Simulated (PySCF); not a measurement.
Species: isothiocyanic acid, CHNS.
Bonds: N1–C2 (double), C2–S3 (double). Hydrogens: H4 on N1.

The same species was optimised twice, with GFN2-xTB and with PBE0-D3(BJ)/def2-SVP (PySCF), and the same property calculations (PySCF, gas phase) were run on both structures.

```csv
coordinate,GFN2-xTB,PBE0-D3(BJ)/def2-SVP,change
C2=S3 (Å),1.550,1.571,+0.021
N1–H4 (Å),0.996,1.009,+0.013
N1=C2 (Å),1.196,1.201,+0.005
N1–C2–S3 (°),169.6,174.6,+5.0
C2–N1–H4 (°),137.3,135.6,-1.7
```

Rotational constants: A = 1249397, B = 6004, C = 5975 MHz (GFN2-xTB) against A = 1228468, B = 5868, C = 5840 MHz (PBE0-D3(BJ)/def2-SVP). Point groups within 0.08 Å: Cs and Cs.

On the GFN2-xTB structure: HOMO (eV) -7.59 [PBE0/pcSseg-1]; LUMO (eV) -0.90 [PBE0/pcSseg-1]; dipole (D) 2.22 [PBE0/pcSseg-1]; GIAO shielding of N1 (ppm) 164.3 [PBE0/pcSseg-1]; GIAO shielding of C2 (ppm) 32.4 [PBE0/pcSseg-1]; GIAO shielding of S3 (ppm) 726.2 [PBE0/pcSseg-1].

Question: What do these properties become on the PBE0-D3(BJ)/def2-SVP structure?

Answer: 
| property | level | on GFN2-xTB | on PBE0-D3(BJ)/def2-SVP | change |
| --- | --- | --- | --- | --- |
| HOMO (eV) | PBE0/pcSseg-1 | -7.59 | -7.60 | -0.01 |
| LUMO (eV) | PBE0/pcSseg-1 | -0.90 | -1.02 | -0.12 |
| dipole (D) | PBE0/pcSseg-1 | 2.22 | 2.23 | +0.01 |
| energy, GFN2-xTB geometry as zero (kcal/mol) | PBE0/pcSseg-1 | 0.0 | -0.8 | -0.8 |
| GIAO shielding of N1 (ppm) | PBE0/pcSseg-1 | 164.3 | 154.6 | -9.7 |
| GIAO shielding of C2 (ppm) | PBE0/pcSseg-1 | 32.4 | 27.0 | -5.4 |
| GIAO shielding of S3 (ppm) | PBE0/pcSseg-1 | 726.2 | 707.3 | -18.9 |

The heavy atoms differ by 0.031 Å rms after alignment. Among all bonds C2=S3 changes most (+0.021 Å). Changes are differences of the printed values. Neither structure is proved a minimum here.
